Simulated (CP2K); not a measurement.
# SiH3F (SMILES F[SiH3]) at r2SCAN/def2-TZVPP

Aim: the vertical singlet–triplet gap of SiH3F at r2SCAN/def2-TZVPP, from 2 runs. 

The calculation is run with CP2K 2026.2.

2 further runs of the same task are left out: 1 that didn't finish, 1 set aside as unsound or not needed.

## 1. The system as given

SiH3F: 5 atoms, total charge 0, spin state singlet. SMILES: `F[SiH3]`. The coordinates come from a PBE0-D4/def2-TZVP relaxation.

Bond lengths: F1–Si2 1.600 Å, Si2–H3 1.482 Å, Si2–H4 1.482 Å, Si2–H5 1.482 Å. Angles: F1–Si2–H3 108.3°, F1–Si2–H4 108.3°, F1–Si2–H5 108.3°, H3–Si2–H4 110.6°, H3–Si2–H5 110.6°, H4–Si2–H5 110.6°.

## 2. The energy at r2SCAN/def2-TZVPP

Input file mol.inp:

```
&FORCE_EVAL
  METHOD Quickstep
  &DFT
    BASIS_SET_FILE_NAME ./def2_tzvpp.basis
    POTENTIAL_FILE_NAME POTENTIAL
    &QS
      METHOD GAPW
      EPS_DEFAULT 1.0E-10
    &END QS
    &MGRID
      CUTOFF 280
      REL_CUTOFF 50
      NGRIDS 4
    &END MGRID
    &POISSON
      PERIODIC NONE
      POISSON_SOLVER MULTIPOLE
    &END POISSON
    &SCF
      SCF_GUESS ATOMIC
      EPS_SCF 1.0E-07
      MAX_SCF 100
      ADDED_MOS 10
      &DIAGONALIZATION
        ALGORITHM STANDARD
      &END DIAGONALIZATION
      &MIXING
        METHOD DIRECT_P_MIXING
        ALPHA 0.4
      &END MIXING
    &END SCF
    &XC
      &XC_FUNCTIONAL
        &MGGA_X_R2SCAN
        &END MGGA_X_R2SCAN
        &MGGA_C_R2SCAN
        &END MGGA_C_R2SCAN
      &END XC_FUNCTIONAL
    &END XC
    &PRINT
      &MOMENTS
        PERIODIC F
        REFERENCE COM
        MAX_MOMENT 1
      &END MOMENTS
      &MO ON
        ENERGIES T
        OCCUPATION_NUMBERS T
        NDIGITS 6
        &EACH
          QS_SCF 0
        &END EACH
        ADD_LAST NUMERIC
      &END MO
      &LOWDIN ON
      &END LOWDIN
      &HIRSHFELD OFF
      &END HIRSHFELD
    &END PRINT
  &END DFT
  &SUBSYS
    &CELL
      ABC 9.2 9.4 9.3
      PERIODIC NONE
    &END CELL
    &COORD
      F     -1.274600     0.162800     0.858000
      Si     0.043300    -0.019300    -0.030700
      H     -0.367800    -0.192600    -1.443700
      H      0.768600    -1.217900     0.451600
      H      0.880500     1.193400     0.123400
    &END COORD
    &TOPOLOGY
      &CENTER_COORDINATES
      &END CENTER_COORDINATES
    &END TOPOLOGY
    &KIND F
      BASIS_SET def2-TZVPP
      POTENTIAL ALL
      LEBEDEV_GRID 194
      RADIAL_GRID 100
    &END KIND
    &KIND Si
      BASIS_SET def2-TZVPP
      POTENTIAL ALL
      LEBEDEV_GRID 194
      RADIAL_GRID 100
    &END KIND
    &KIND H
      BASIS_SET def2-TZVPP
      POTENTIAL ALL
      LEBEDEV_GRID 194
      RADIAL_GRID 100
    &END KIND
  &END SUBSYS
&END FORCE_EVAL

&GLOBAL
  PROJECT mol
  RUN_TYPE ENERGY
  PRINT_LEVEL MEDIUM
&END GLOBAL
```

Command:

```sh
$ OMP_NUM_THREADS=1 cp2k.psmp -i mol.inp -o mol.out
```

Standard output (excerpt; [...] marks lines left out):

```text
CP2K| version string:                                       CP2K version 2026.2
[...]
 GLOBAL| Method name                                                        CP2K
[...]
 GLOBAL| Run type                                                         ENERGY
[...]
 DFT| Spin restricted Kohn-Sham (RKS) calculation                            RKS
 DFT| Multiplicity                                                             1
[...]
 DFT| Charge                                                                   0
[...]
 FUNCTIONAL| MGGA_X_R2SCAN:
[...]
 FUNCTIONAL| MGGA_C_R2SCAN:
[...]
 QS| Method:                                                                GAPW
[...]
 QS| Density cutoff [a.u.]:                                                140.0
[...]
 QS| Relative density cutoff [a.u.]:                                        25.0
[...]
                             - Atoms:                                          5
[...]
                             - Spherical basis functions:                    115
[...]
 Number of electrons:                                                         26
[...]
     1 P_Mix/Diag. 0.40E+00    1.4     0.48230279      -391.1939391397 -3.91E+02
[...]
    14 DIIS/Diag.  0.47E-07    1.4     0.00000005      -391.1715280441  4.51E-10
  *** SCF run converged in    14 steps ***
[...]
  Overlap energy of the core charge distribution:               0.00000013501092
  Self energy of the core charge distribution:               -234.45521880613390
  Core Hamiltonian energy:                                   -164.97145411097443
  Hartree energy:                                              58.01907823268818
  Exchange-correlation energy:                                -10.34558774867988
[...]
                     Mulliken Population Analysis
 #  Atom  Element  Kind  Atomic population                           Net charge
       1     F        1          9.332281                             -0.332281
       2     Si       2         13.435439                              0.564561
       3     H        3          1.077367                             -0.077367
       4     H        3          1.078664                             -0.078664
       5     H        3          1.076249                             -0.076249
 # Total charge                             26.000000                  0.000000
[...]
  Dipole moment [Debye]
    X=  0.9964599E+00 Y= -0.1351159E+00 Z= -0.6679016E+00  Total=      1.2071790
 ENERGY| Total FORCE_EVAL ( QS ) energy [hartree]           -391.171528044114552
[...]
```

It took 21 s on 1 thread of Arm Neoverse V1, shared host; peak memory 0.54 GiB.

## 3. The triplet at the same level

Input file calc.inp:

```
&GLOBAL
   PROJECT calc
   RUN_TYPE ENERGY
   PRINT_LEVEL MEDIUM
&END GLOBAL
&FORCE_EVAL
   METHOD QS
   &DFT
      BASIS_SET_FILE_NAME ./def2_tzvpp.basis
      POTENTIAL_FILE_NAME POTENTIAL
      CHARGE 0
      MULTIPLICITY 3
      LSD T
      &QS
         METHOD GAPW
         EPS_DEFAULT 1.0E-10
      &END QS
      &MGRID
         CUTOFF 280
         REL_CUTOFF 50
         NGRIDS 4
      &END MGRID
      &POISSON
         PERIODIC NONE
         POISSON_SOLVER MULTIPOLE
      &END POISSON
      &SCF
         SCF_GUESS ATOMIC
         EPS_SCF 1.0E-06
         MAX_SCF 40
         &OT ON
            MINIMIZER DIIS
            PRECONDITIONER FULL_ALL
         &END OT
         &OUTER_SCF
            EPS_SCF 1.0E-06
            MAX_SCF 10
         &END OUTER_SCF
      &END SCF
      &XC
         &XC_FUNCTIONAL
            &MGGA_X_R2SCAN
            &END MGGA_X_R2SCAN
            &MGGA_C_R2SCAN
            &END MGGA_C_R2SCAN
         &END XC_FUNCTIONAL
      &END XC
      &PRINT
         &MOMENTS
            PERIODIC F
            REFERENCE COM
            MAX_MOMENT 1
         &END MOMENTS
         &MO_CUBES
            NLUMO 1
            NHOMO -1
            WRITE_CUBE F
         &END MO_CUBES
         &LOWDIN ON
         &END LOWDIN
         &HIRSHFELD OFF
         &END HIRSHFELD
      &END PRINT
   &END DFT
   &SUBSYS
      &CELL
         ABC [angstrom] 9.2 9.4 9.3
         PERIODIC NONE
      &END CELL
      &COORD
         F     -1.274600     0.162800     0.858000
         Si     0.043300    -0.019300    -0.030700
         H     -0.367800    -0.192600    -1.443700
         H      0.768600    -1.217900     0.451600
         H      0.880500     1.193400     0.123400
      &END COORD
      &TOPOLOGY
         &CENTER_COORDINATES
         &END CENTER_COORDINATES
      &END TOPOLOGY
      &KIND F
         BASIS_SET def2-TZVPP
         POTENTIAL ALL
         LEBEDEV_GRID 194
         RADIAL_GRID 100
      &END KIND
      &KIND Si
         BASIS_SET def2-TZVPP
         POTENTIAL ALL
         LEBEDEV_GRID 194
         RADIAL_GRID 100
      &END KIND
      &KIND H
         BASIS_SET def2-TZVPP
         POTENTIAL ALL
         LEBEDEV_GRID 194
         RADIAL_GRID 100
      &END KIND
   &END SUBSYS
&END FORCE_EVAL
```

Command:

```sh
$ OMP_NUM_THREADS=1 cp2k.psmp -i calc.inp > calc.out 2>&1
```

Standard output (excerpt; [...] marks lines left out):

```text
CP2K| version string:                                       CP2K version 2026.2
[...]
 GLOBAL| Method name                                                        CP2K
[...]
 GLOBAL| Run type                                                         ENERGY
[...]
 DFT| Spin unrestricted (spin-polarized) Kohn-Sham calculation               UKS
 DFT| Multiplicity                                                             3
[...]
 DFT| Charge                                                                   0
[...]
 FUNCTIONAL| MGGA_X_R2SCAN:
[...]
 FUNCTIONAL| MGGA_C_R2SCAN:
[...]
 QS| Method:                                                                GAPW
[...]
 QS| Density cutoff [a.u.]:                                                140.0
[...]
 QS| Relative density cutoff [a.u.]:                                        25.0
[...]
                             - Atoms:                                          5
[...]
                             - Spherical basis functions:                    115
[...]
 Number of electrons:                                                         14
[...]
     1 OT DIIS     0.15E+00    2.7     0.09081893      -385.3634424903 -3.85E+02
[...]
    20 OT DIIS     0.15E+00    3.0     0.00000061      -390.9032307049 -2.69E-08
  *** SCF run converged in    20 steps ***
[...]
  Overlap energy of the core charge distribution:               0.00000013501092
  Self energy of the core charge distribution:               -234.45521880613390
  Core Hamiltonian energy:                                   -165.01925993990739
  Hartree energy:                                              58.26464768103216
  Exchange-correlation energy:                                -10.24842353941815
[...]
                     Mulliken Population Analysis
 #  Atom  Element  Kind  Atomic population (alpha,beta) Net charge  Spin moment
       1     F        1         4.679083     4.519964    -0.199047     0.159118
       2     Si       2         7.609311     6.405648    -0.014959     1.203663
       3     H        3         0.532429     0.439897     0.027675     0.092532
       4     H        3         0.532826     0.442511     0.024662     0.090315
       5     H        3         0.646351     0.191980     0.161669     0.454372
 # Total charge and spin       14.000000    12.000000     0.000000     2.000000
[...]
 HOMO - LUMO gap [eV] :    0.114629
 ENERGY| Total FORCE_EVAL ( QS ) energy [hartree]           -390.903230704923828
[...]
```

Run time: 3 min. Hardware: 1 thread of Arm Neoverse V1, shared host; peak memory 0.67 GiB.

## 4. What came out

At r2SCAN/def2-TZVPP:

```
                                        quantity          value
                           singlet: total energy  -391.17153 Eh
                          singlet: dipole moment         1.21 D
                            singlet: HOMO energy       -8.67 eV
                            singlet: LUMO energy       -0.51 eV
                          singlet: HOMO–LUMO gap        8.17 eV
                           triplet: total energy  -390.90323 Eh
                          triplet: dipole moment         1.09 D
     triplet: HOMO energy (highest over α and β)       -2.13 eV
                                   triplet: ⟨S²⟩          2.007
vertical energy of the triplet above the singlet       7.301 eV
```

**Reading.** At this shape the triplet lies 7.30 eV (168 kcal/mol) above the singlet.
